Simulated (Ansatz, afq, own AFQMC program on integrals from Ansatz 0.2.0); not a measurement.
SiH4O, singlet in cc-pVTZ, levels against CCSDT(Q)

```xyz
6

O    -1.7649    0.0172    0.0000
H    -2.0142    0.9438    0.0000
H    -0.5569    0.0172    0.0000
Si    0.9831    0.0172    0.0000
H     1.5953   -0.8571    1.0900
H     1.5953   -0.8571   -1.0900
```

Connectivity, by distances: OH ··· SiH2, 1 bridging H.

Basis cc-pVTZ. Noble-gas cores (and the filled d shells of Ga–Kr and In–Xe) are frozen. AFQMC by an in-house program on the Cholesky factors that Ansatz 0.2.0 writes for its CCSD(T) run. The CISD trial takes its coefficients from CCSD amplitudes. Released means that phaseless walkers are propagated on without the constraint, phases kept. ± is one standard error of the sampling.

Determinant: RHF, the one that the program's search chose, which needn't be the lowest solution. The geometry is a point of a scan.

No full CI on the walks' own integrals is used here; CCSDT(Q) serves as the reference and is uncertain by about the last step of the cluster series.

Cautions: higher spins were not checked; restricted determinant unstable towards unrestricted (UHF 677 meV lower, ⟨S²⟩ 0.81).

```
T1 diagnostic                               : 0.0190
weight of the determinant in the CISD state : 0.833
size of the correlated space                : 14 electrons in 114 orbitals
```

```
  level  correlation energy (eV)
    MP2                 -10.9970
   CCSD                 -11.6902
CCSD(T)                 -12.1889
```

Q: Estimate where phaseless AFQMC with the Hartree–Fock trial lies against CCSD(T) on the same integrals.

A: 80.1 ± 29.7 meV below CCSD(T).

Reference: CCSDT(Q), correlation energy -12.267 eV. The released energy is read at 1.62 1/Eh, later times being too noisy (meV from the phaseless value at times in 1/Eh: -9 ± 5 at 0.24, -17 ± 5 at 0.51, -13 ± 6 at 0.99, -13 ± 9 at 1.62, -28 ± 11 at 2.40).

```csv
level,E − E(reference) (meV),share of correlation (%)
CCSD(T),78.1,99.36
CCSDT,43.1,99.65
ph-AFQMC/HF,-2.0 ± 29.7,100.02
ph-AFQMC/CISD,32.5 ± 5.0,99.74
released AFQMC,19.8 ± 8.5,99.84
```

A walk keeps the symmetry of its determinant, which the program's search chose and which needn't be the lowest solution, so a lower state of the same spin and another symmetry isn't excluded. Released energies are given only where the last usable release times agree within the noise; a slower fall can still hide under it.
